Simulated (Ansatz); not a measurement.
**UMP2/6-311+G(d,p) run of CH4FSi (SMILES [CH2][SiH2]F)**

What is the vertical doublet–quartet gap of CH4FSi at UMP2/6-311+G**? 

The calculation is run with Ansatz 0.2.0.

59 further runs of the same task are left out: 1 that didn't finish, 58 set aside as unsound or not needed.

## 1. The structure to begin with

CH4FSi: 7 atoms, total charge 0, spin state doublet. As SMILES, `[CH2][SiH2]F`. Geometry: relaxed at PBE0-D4/def2-TZVP. This is one conformer, not always the lowest.

Bond lengths: C1–Si2 1.828 Å, Si2–F3 1.601 Å, C1–H4 1.085 Å, C1–H5 1.086 Å, Si2–H6 1.486 Å, Si2–H7 1.486 Å. Angles: C1–Si2–F3 109.0°, C1–Si2–H6 111.6°, C1–Si2–H7 111.7°, F3–Si2–H6 107.8°, F3–Si2–H7 107.6°, Si2–C1–H4 122.6°, Si2–C1–H5 122.3°, H6–Si2–H7 109.0°, H4–C1–H5 115.1°.

## 2. The energy at UMP2/6-311+G(d,p)

Contents of run.yaml:

```yaml
crystal:
  periodic: [false, false, false]
  atoms:
    - symbol: C
      position_ang: [-0.871900, 0.281100, -0.615800]
    - symbol: Si
      position_ang: [0.588600, -0.157300, 0.392500]
    - symbol: F
      position_ang: [0.652600, -1.749500, 0.550500]
    - symbol: H
      position_ang: [-1.536000, -0.466000, -1.038500]
    - symbol: H
      position_ang: [-1.136000, 1.310700, -0.837900]
    - symbol: H
      position_ang: [0.509900, 0.430600, 1.755300]
    - symbol: H
      position_ang: [1.854000, 0.282500, -0.251700]
basis:
  gaussian: {orbitals: 6-311+G_st__st_-spherical.json}
magnetization: {spin_polarized: true, initial_magnetization: 1}
correlation: {method: mp2, frozen_orbitals: {C: 1, F: 1, H: 0, Si: 5}}
accuracy: high
```

The basis set 6-311+G** is read from a file made from the Basis Set Exchange's data (not shown).

The run is started by

```bash
$ ansatz run run.yaml --threads 1 --pin off --max-ram 3480MiB --events-out events.jsonl --progress --plain --runs-dir runs
```

The program printed:

```text
Warning: RAYON_NUM_THREADS=1 ignored (pool sized by the plan → 1); use --threads N
Functional definition: HF
  name "HF"
  exchange = exact_x
  correlation = 0
1833 factors; integrals over basis functions are off by at most 4.3e-9 eV
mean field evaluation 1: about -11660.9728 eV, gradient 2.3e1 eV
mean field evaluation 2: about -11660.9770 eV, gradient 2.3e1 eV
mean field evaluation 4: about -11663.6677 eV, gradient 2.5e0 eV
mean field evaluation 8: about -11663.7407 eV, gradient 1.7e-1 eV
mean field -11663.74124017 eV, -428.6345846086 hartree, gradient 1.6e-8 eV, S^2 0.760337; 0 other end points of the search recorded, 0 dependent functions left out
7 core orbitals not correlated: weight in the atoms' cores, before any rotation towards them, 1.000 or more for the frozen orbitals, at most 0.000 for the correlated occupied ones
reference -11663.74124017 eV, -428.6345846086 hartree; 10, 9 occupied and 81, 82 virtual orbitals, 1833 factors
second order -11.72622090 eV of doubles, -0.00000000 eV of singles
Total energy: -11675.46746108 eV, -429.0655152784 hartree
```

It took 2.9 s on 1 thread of Arm Neoverse V2, shared host; peak memory 0.29 GiB.

## 3. The quartet, same level

Contents of input.yaml:

```yaml
crystal:
  periodic: [false, false, false]
  atoms:
    - {symbol: C, position_ang: [-0.871900, 0.281100, -0.615800]}
    - {symbol: Si, position_ang: [0.588600, -0.157300, 0.392500]}
    - {symbol: F, position_ang: [0.652600, -1.749500, 0.550500]}
    - {symbol: H, position_ang: [-1.536000, -0.466000, -1.038500]}
    - {symbol: H, position_ang: [-1.136000, 1.310700, -0.837900]}
    - {symbol: H, position_ang: [0.509900, 0.430600, 1.755300]}
    - {symbol: H, position_ang: [1.854000, 0.282500, -0.251700]}
basis:
  gaussian: {orbitals: 6-311+G_st__st_-spherical.json}
magnetization: {spin_polarized: true, initial_magnetization: 3}
correlation: {method: mp2, frozen_orbitals: {C: 1, F: 1, H: 0, Si: 5}}
accuracy: high
```

The basis set 6-311+G** is read from a file made from the Basis Set Exchange's data (not shown).

The run is started by

```bash
$ ansatz run input.yaml --threads 1 --pin off --max-ram 3480MiB --events-out events.jsonl --progress --plain --runs-dir runs
```

The program printed (excerpt; [...] marks lines left out):

```text
Warning: RAYON_NUM_THREADS=1 ignored (pool sized by the plan → 1); use --threads N
[... 2 set-up lines as earlier in the session ...]
[...]
1833 factors; integrals over basis functions are off by at most 4.3e-9 eV
[...]
mean field -11655.42888205 eV, -428.3291110821 hartree, gradient 2.2e-8 eV, S^2 3.767471; 15 other end points of the search recorded, 0 dependent functions left out
7 core orbitals not correlated: weight in the atoms' cores, before any rotation towards them, 1.000 or more for the frozen orbitals, at most 0.000 for the correlated occupied ones
reference -11655.42888205 eV, -428.3291110821 hartree; 11, 8 occupied and 80, 83 virtual orbitals, 1833 factors
second order -11.70753622 eV of doubles, -0.00000000 eV of singles
Total energy: -11667.13641827 eV, -428.7593551024 hartree
```

Wall time 13 s (1 thread of Arm Neoverse V2, shared host); peak memory 0.31 GiB.

## 4. Results

Level: UMP2/6-311+G**, 7 core orbitals frozen.

| quantity | value |
| --- | --- |
| doublet: total energy | -429.06552 Eh |
| doublet: correlation energy (7 core orbitals frozen) | -430.9 mEh |
| doublet: ⟨S²⟩ of the reference determinant | 0.760 |
| quartet: total energy | -428.75936 Eh |
| quartet: correlation energy (7 core orbitals frozen) | -430.2 mEh |
| quartet: ⟨S²⟩ of the reference determinant | 3.767 |
| vertical energy of the quartet above the doublet | 8.331 eV |

At this shape the quartet lies 8.33 eV (804 kJ/mol) above the doublet.
